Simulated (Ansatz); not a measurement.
Task: harmonic frequencies at the relaxed geometry of H2O2Si, SMILES O[Si]O, with Ansatz 0.2.0 through its Python package. Give the script and its output. Settings (for the species named): PBE0, cc-pVDZ basis, multiplicity 1.

```yaml
atoms:
  - { symbol: O, position_ang: [-1.4782, -0.1569, -0.2592] }
  - { symbol: Si, position_ang: [-0.2186, -0.7282, 0.5280] }
  - { symbol: O, position_ang: [1.0576, 0.1954, 0.0764] }
  - { symbol: H, position_ang: [-1.2631, 0.6613, -0.8461] }
  - { symbol: H, position_ang: [1.9523, -0.0452, 0.4595] }
```

The script, `h2o2si_freq.py`:
```python
"""Harmonic frequencies of H2O2Si at its relaxed geometry."""

import ansatz as az
from ase import Atoms
import numpy as np

atoms = Atoms(["O", "Si", "O", "H", "H"], positions=[
    (-1.4782, -0.1569, -0.2592),
    (-0.2186, -0.7282, 0.528),
    (1.0576, 0.1954, 0.0764),
    (-1.2631, 0.6613, -0.8461),
    (1.9523, -0.0452, 0.4595),
])
h2o2si = az.Crystal.molecule_from_ase(atoms)

job = h2o2si.calculation()
job = job.basis(gaussian="cc-pVDZ").functional("PBE0")
symbols = [site.symbol for site in h2o2si.cartesian_sites]
start = np.array([site.position_ang for site in h2o2si.cartesian_sites], dtype=float)
report = job.relax(force_tolerance=0.003, max_steps=100).run().report
end = np.array(report["positions_ang"])

print("final positions (A) and the move of each atom")
for symbol, xyz, old in zip(symbols, end, start):
    print(f"{symbol:2s} {xyz[0]:10.5f} {xyz[1]:10.5f} {xyz[2]:10.5f}   {np.linalg.norm(xyz - old):7.4f}")

# frequencies need a stationary point, so they are taken at the relaxed geometry
minimum = az.Crystal.molecule()
for symbol, place in zip(symbols, end):
    minimum = minimum.atom(symbol, place.tolist())
vibrating = (
    minimum.calculation()
    .basis(gaussian="cc-pVDZ")
    .functional("PBE0")
    .phonons(temperatures=(298.15, 498.15, 100))
)
vib = vibrating.run().report["vibrations"]
sums = vib["harmonic_sums"]
modes = [m["omega_inv_cm"] for m in sums["modes_at_gamma"] if m["rigid_motion"] == "no"]
for number, w in enumerate(modes, start=1):
    print(f"mode {number:2d} {w:9.1f} 1/cm {w / 8065.544 * 1000:8.2f} meV")
print("imaginary modes:", sum(w < 0 for w in modes), " zero-point energy:", round(sums["zero_point_energy_ev"], 4), "eV")
print("T (K)   F_vib (eV)   S_vib (meV/K)   C_vib (meV/K)")
for row in zip(sums["temperatures_k"], sums["vibrational_free_energy_ev"], vib["entropy_ev_per_k"], vib["heat_capacity_ev_per_k"]):
    print(f"{row[0]:6.1f} {row[1]:11.4f} {1000 * row[2]:13.4f} {1000 * row[3]:15.4f}")

# all hydrogen replaced by deuterium
heavier = vibrating.phonons(masses={"H": 2.014102}).run().report["vibrations"]["harmonic_sums"]
print("deuterated (1/cm):", " ".join(f"{m['omega_inv_cm']:.0f}" for m in heavier["modes_at_gamma"] if m["rigid_motion"] == "no"))
print("zero-point energy falls by", round(sums["zero_point_energy_ev"] - heavier["zero_point_energy_ev"], 4), "eV")
```

Output of `python h2o2si_freq.py`:
```text
final positions (A) and the move of each atom
O    -1.47076   -0.10460   -0.28247    0.0577
Si   -0.21803   -0.81415    0.58511    0.1032
O     1.03669    0.20392    0.05531    0.0309
H    -1.19929    0.64945   -0.82890    0.0671
H     1.90140   -0.00822    0.42956    0.0697
mode  1     303.3 1/cm    37.60 meV
mode  2     455.7 1/cm    56.50 meV
mode  3     531.9 1/cm    65.95 meV
mode  4     784.1 1/cm    97.22 meV
mode  5     804.1 1/cm    99.70 meV
mode  6     844.0 1/cm   104.64 meV
mode  7     899.8 1/cm   111.56 meV
mode  8    3798.4 1/cm   470.95 meV
mode  9    3863.4 1/cm   479.00 meV
imaginary modes: 0  zero-point energy: 0.7616 eV
T (K)   F_vib (eV)   S_vib (meV/K)   C_vib (meV/K)
 298.1      0.7478        0.1517          0.2861
 398.1      0.7278        0.2486          0.3815
 498.1      0.6982        0.3413          0.4444
deuterated (1/cm): 272 337 401 593 649 824 860 2765 2813
zero-point energy falls by 0.1718 eV
```

Reading the output:
- The settings weren't tested for convergence.
- The frequencies are harmonic and unscaled, in a modest basis. The result belongs to the one conformer reached from this start, and soft torsions count as harmonic oscillators.
- Wall time of the script: 67 s on 1 thread of Arm Neoverse V1, on a shared host, peak memory 0.18 GiB.

(Lines on the test bed's own set-up are left out of the output.)
